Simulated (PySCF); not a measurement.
Energies from PySCF, thermal terms from the rigid-rotor harmonic-oscillator model, ideal gas at 1 bar. Table values come from the NASA 1993 polynomials. Open shells (unrestricted): O2 (multiplicity 3). The harmonic model lacks anharmonicity and excited electronic states, which grow with temperature; levels with a mode under 35 cm⁻¹ are left out.

Harmonic frequencies at PBE/def2-SVP (cm⁻¹): 1610. Point group D∞h; S°(298 K) = 205.2 J/mol/K at this level.

Work out Cp and S° of gaseous O2 at 500, 800, 1200, 1600, 2000 K from these, and set them beside the table.


```json
[
 {"T (K)": "500", "Cp PBE/def2-SVP": "30.9", "Cp table": "31.1", "S° PBE/def2-SVP": "220.6", "S° table": "220.7"},
 {"T (K)": "800", "Cp PBE/def2-SVP": "33.4", "Cp table": "33.8", "S° PBE/def2-SVP": "235.7", "S° table": "235.9"},
 {"T (K)": "1200", "Cp PBE/def2-SVP": "35.3", "Cp table": "35.6", "S° PBE/def2-SVP": "249.7", "S° table": "250.0"},
 {"T (K)": "1600", "Cp PBE/def2-SVP": "36.1", "Cp table": "36.8", "S° PBE/def2-SVP": "260.0", "S° table": "260.4"},
 {"T (K)": "2000", "Cp PBE/def2-SVP": "36.5", "Cp table": "37.9", "S° PBE/def2-SVP": "268.1", "S° table": "268.7"}
]
```
Units J/mol/K.
